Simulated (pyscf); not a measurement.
Single points on ωB97X-D3(BJ)/def2-SVP structures (PySCF, gas phase). MP2 and CC: frozen core, UHF for open shells. ΔMP2 is the change of the MP2 total energy from the triple- to the quadruple-zeta basis.

Question: What are the homolytic bond dissociation enthalpies (298 K) of O=SnH–Cl at CCSD(T)/def2-TZVPP + ΔMP2(QZVPP), weakest first?

Answer: H–Sn to [O=Sn–Cl]• + H•: 234.0 kJ/mol; Cl–Sn to [O=SnH]• + Cl•: 340.1 kJ/mol. Ring and multiple bonds, and those that leave no two simple radicals, are not listed. The radicals are drawn with the spin at the cut bond; how far it spreads was not checked. O=SnH–Cl lies 292.7 kJ/mol over its isomer HO–Sn:–Cl [singlet], and others may lie lower still (electronic energy, ωB97M-D3(BJ)). The CCSD(T) − MP2 part came from Ansatz, without density fitting, on the same reference. The frozen core leaves the outer d or s,p core shells of the metals and heavy elements correlated in the MP2 and CC values, and def2-TZVPP describes them poorly, which can shift differences by a few kcal/mol. Left out: the spin-orbit lowering of Cl. Elements past Kr carry the def2 core potentials, without spin-orbit coupling.
